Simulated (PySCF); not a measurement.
Calculation: PySCF with r2SCAN-D4/def2-TZVP. All species are isolated molecules in the gas phase. Delta-SCF ions had no search for a lower state. 

Reference species (SMILES): `[SiH4]` (neutral, multiplicity 1).

```json
{
  "vertical ionisation energy (Delta-SCF)": "12.31 eV"
}
```

Changed species: `Cl[SiH3]` (1 of 4 H replaced by Cl; the reference has 0 of 4 H replaced by Cl).

Q: Give the shifts of the vertical ionisation energy (Delta-SCF).

A: the vertical ionisation energy (Delta-SCF) falls by 0.97 eV, to 11.34 eV.
